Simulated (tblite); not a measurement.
Compound: C₄H₄NS (doublet state).
InChI=1S/C4H4NS/c1-4-2-5-3-6-4/h2H,1H3

Method: GFN2-xTB as coded in tblite; computed harmonic values from a numerical Hessian at the method's own geometry, unscaled. This tight-binding method is rough: wavenumbers can miss measured ones by several per cent, in bad cases by 10 to 20. Open shells enter through the occupations alone, without spin polarisation, and single modes of such species can be off by tens of per cent.

Harmonic wavenumbers (cm⁻¹): 89.6, 232.4, 283.8, 410.3, 515.5, 516.9, 646.3, 671.6, 789.7, 792.3, 987.3, 1031.3, 1108.6, 1148.0, 1231.3, 1397.9, 1458.8, 1466.2, 1545.4, 1631.5, 3000.2, 3014.6, 3036.2, 3131.7.

A = 5392, B = 3388, C = 2108 MHz; mass 98.006 u (most abundant isotopes); point group Cs, symmetry number 1; spin multiplicity 2.

Question: What is the zero-point energy?

Answer: Half the sum of the wavenumbers: 15069 cm⁻¹ = 180.26 kJ/mol.

Question: Give the ideal-gas entropy at 400 K and 1 bar in the rigid-rotor, harmonic-oscillator model (classical rotation).

Answer: Translation 172.15, rotation 114.65, vibration 65.62, spin (R ln 2) 5.76: S = 358.2 J/(mol K).

Question: And Cp and H(400 K) − H(0)?

Answer: Cp = 114.67 J/(mol K), of which vibrations give 81.41 (their classical limit is 24 R = 199.5); H(400 K) − H(0) = 28.43 kJ/mol without the zero-point energy, 15.13 from vibrations.

Question: How do the functions run with temperature in this model?

Answer: 
| T (K) | S (J/(mol K)) | Cp (J/(mol K)) | H − H(0) (kJ/mol) | G − H(0) (kJ/mol) | ln q(vib) |
| --- | --- | --- | --- | --- | --- |
| 50 | 225.9 | 38.8 | 1.76 | -9.54 | 0.08 |
| 100 | 255.5 | 47.9 | 3.92 | -21.64 | 0.38 |
| 298.15 | 327.7 | 93.1 | 17.82 | -79.89 | 2.22 |
| 373.15 | 350.4 | 109.3 | 25.42 | -105.33 | 3.04 |
| 500 | 385.7 | 132.4 | 40.81 | -152.06 | 4.50 |
| 750 | 445.8 | 163.5 | 78.13 | -256.25 | 7.39 |
| 1000 | 495.7 | 183.0 | 121.62 | -374.13 | 10.15 |

q(vib) and H(0) count from the zero-point level.

Question: Which modes carry the vibrational entropy at 400 K?

Answer: 89.6 cm⁻¹: 17.76; 232.4 cm⁻¹: 10.04; 283.8 cm⁻¹: 8.50; 410.3 cm⁻¹: 5.79; 515.5 cm⁻¹: 4.28; 516.9 cm⁻¹: 4.26 J/(mol K); the other 18 give 14.98 together.

Question: What must be added to the electronic energy to get the Gibbs energy at 400 K and 1 bar?

Answer: ZPE + [H(400 K) − H(0)] − T·S = 180.26 + 28.43 − 143.27 = 65.42 kJ/mol.

Hindered rotation and anharmonicity are outside this model.
